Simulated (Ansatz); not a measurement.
Ansatz (a program for electronic structure) input (r2SCAN/def2-TZVPD):

Ansatz 0.2 input:
```yaml
crystal:
  periodic: [false, false, false]
  atoms:
    - {symbol: Li, position_ang: [-0.00000000, -0.00000000, -1.17116215]}
    - {symbol: F, position_ang: [0.00000000, 0.00000000, 0.39038738]}
basis:
  gaussian:
    orbitals: def2-TZVPD
hamiltonian:
  xc: {name: r2SCAN}
total_charge: 1
magnetization: {spin_polarized: true, initial_magnetization: 1}
```

Output:

```
Functional definition: r2SCAN
integrals: 0.01 GiB planned
362 factors; their error is unknown
mean field: 0.14 GiB planned
mean field evaluation 1: about -2904.5390 eV, gradient 5.3e1 eV
mean field evaluation 2: about -2902.2866 eV, gradient 5.9e1 eV
mean field evaluation 4: about -2911.5666 eV, gradient 3.6e-1 eV
mean field evaluation 8: about -2911.5637 eV, gradient 1.1e-3 eV
mean field evaluation 16: about -2911.1927 eV, gradient 8.9e0 eV
mean field -2911.56372236 eV, -106.9979932679 hartree, gradient 1.3e-5 eV, S^2 0.752322; 1 other end points of the search recorded, 0 dependent functions left out
reference -2911.56372817 eV, -106.9979934815 hartree; 6, 5 occupied and 51, 52 virtual orbitals, 362 factors
Total energy: -2911.56372817 eV, -106.9979934815 hartree
```

This state (charge 1, doublet) is run at the relaxed geometry of the species with charge 0 and multiplicity 1.
